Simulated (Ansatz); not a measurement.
Barrier H2 + O via H2O, on the benchmark's geometries as Psi4's copy gives them; open shells unrestricted, no zero-point energy, no spin–orbit coupling.
Transition structure (charge 0, multiplicity 3):
```tsv
atom	x (Å)	y (Å)	z (Å)
H	0.0000	0.0000	-0.8603
O	0.0000	0.0000	0.3290
H	0.0000	0.0000	-1.7719
```

The values were computed with Ansatz (Gaussian orbitals). Values without a source in brackets are computed.

The barrier height (kcal/mol) and the share of exact exchange:

```tsv
functional	exact exchange (%)	value
PBE/def2-TZVPPD	0	-1.58
PBE0/def2-TZVPPD	25	5.78
BLYP/def2-TZVPPD	0	1.24
B3LYP/def2-TZVPPD	20	6.11
BHLYP/def2-TZVPPD	50	13.86
r2SCAN/def2-TZVPPD	0	2.26
```

**Question.** Take the value as linear in the share of exact exchange along PBE and PBE0. Give the slope, say whether the sign turns, and set the other functionals against that line.

**Answer.** 
Slope: (5.78 − (-1.58))/2.5 = 2.95 kcal/mol for each 10 %. The line crosses zero at 5 %, where the sign would turn. At 50 % it gives 13.1 kcal/mol. The LYP pair gives (13.86 − (1.24))/5 = 2.52 for each 10 %. BHLYP, at 50 %, lies 0.7 from the PBE line. B3LYP, at 20 %, lies 1.8 from the PBE line. r2SCAN, with none, stands 3.8 from PBE.

Ansatz is an electronic-structure program.
